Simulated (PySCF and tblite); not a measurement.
Results of a calculation; reference values are marked as such.
C₄H₆O, numbered as in [O:1]=[CH:2][CH:3]1[CH2:4][CH2:5]1.

First level. Geometries PBE0-D3(BJ)/def2-SVP; weights from B3LYP-D3(BJ)/def2-TZVP (IEF-PCM, chloroform) energies and GFN2-xTB thermal corrections, with symmetry numbers and mirror pairs. Conformers within 3 kcal/mol (GFN2-xTB free energy) were kept, 3 at most. GIAO shieldings: PBE0/pcSseg-1 (IEF-PCM, chloroform). Shifts are against TMS (¹H), TMS (¹³C) at the same level; of two unlike H on one atom, a is the less shielded. (PySCF 2.14, tblite 0.8.)

It gives, at 298.15 K, with 2 conformers (largest weight 75 %): ¹H: 8.88 (H2, 1H), 1.67 (H3, 1H), 1.13 (H4a/H5a, 2H), 1.03 (H4b/H5b, 2H) ppm. ¹³C: 210.0 (C2), 26.2 (C3), 9.4 (C4/C5) ppm.

Second level: PBE0-D3(BJ)/def2-SVP geometries, energies B97-D-D3(BJ)/def2-SVP, shieldings PBE0/pcSseg-1, on up to 3 of the same conformers.

How do the averaged shifts change?


| signal | first | second | change (ppm) |
| --- | --- | --- | --- |
| H2 | 8.88 | 9.61 | 0.73 |
| H3 | 1.67 | 1.61 | -0.06 |
| H4b/H5b | 1.03 | 1.04 | 0.01 |
| H4a/H5a | 1.13 | 0.92 | -0.21 |
| C2 | 210.0 | 205.0 | -5.0 |
| C3 | 26.2 | 23.5 | -2.7 |
| C4/C5 | 9.4 | 12.1 | 2.7 |

The largest weight becomes 68 %.

Shifts are unscaled: against experiment ¹³C can be off by 15 ppm or more and ¹H by 0.8 ppm.
